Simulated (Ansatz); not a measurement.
**Hydrogen chloride (HCl): small, medium and large basis sets**

The task here is to estimate one member of a computed series from the others.

Computed with Ansatz 0.2.0, Gaussian basis. Level: one geometry, several basis sets.

Plan: PBE0-D4/def2-SVP; ωB97M-V/def2-SVP; PBE0-D4/def2-QZVPP; ωB97M-V/def2-QZVPP; CCSD(T)/cc-pV(D+d)Z; CCSD(T)/cc-pV(T+d)Z; CCSD(T)/cc-pV(Q+d)Z; the functionals' def2-TZVPP values are taken from earlier runs.

**The geometry**

The geometry comes from an earlier relaxation with PBE0-D4 in a triple-zeta def2 set; it is a stationary point.

2 atoms, charge 0, spin multiplicity 1.

Atoms are counted from 1 here; the program's logs count them from 0.

Bond lengths: Cl1–H2 1.279 Å.

The first run:

in.yaml reads:

```yaml
crystal:
  periodic: [false, false, false]
  atoms:
    - {symbol: Cl, position_ang: [0.546044, -0.178533, 0.280779]}
    - {symbol: H, position_ang: [-0.546044, 0.178533, -0.280779]}
basis:
  gaussian: {orbitals: def2-SVP}
hamiltonian: {xc: pbe0, dispersion: d4}
output: {orbitals: {seedname: orbitals}}
```

Command:

```bash
> ansatz run in.yaml --threads 2 --pin off --events-out ev --progress --plain --max-ram 32768MiB --backend cpu
```

Among the steps run: PBE0-D4 in def2-SVP; ωB97M-V in def2-SVP; PBE0-D4 in def2-QZVPP; ωB97M-V in def2-QZVPP.

One of the session's tables, all rows but one given; the rest of the session is left out.

```
functional       basis  HOMO (eV)  LUMO (eV)
   PBE0-D4    def2-SVP      -9.03       0.95
   PBE0-D4  def2-TZVPP      -9.42       0.34
   PBE0-D4  def2-QZVPP          ?          ?
   ωB97M-V    def2-SVP     -11.33       2.91
   ωB97M-V  def2-TZVPP     -11.75       2.15
   ωB97M-V  def2-QZVPP     -11.84       1.54
```

Estimate the missing values for PBE0-D4, def2-QZVPP.

The run gave: HOMO (eV): -9.49; LUMO (eV): 0.02. In the column «HOMO (eV)» it lies between ωB97M-V, def2-SVP (-11.33) and PBE0-D4, def2-TZVPP (-9.42).
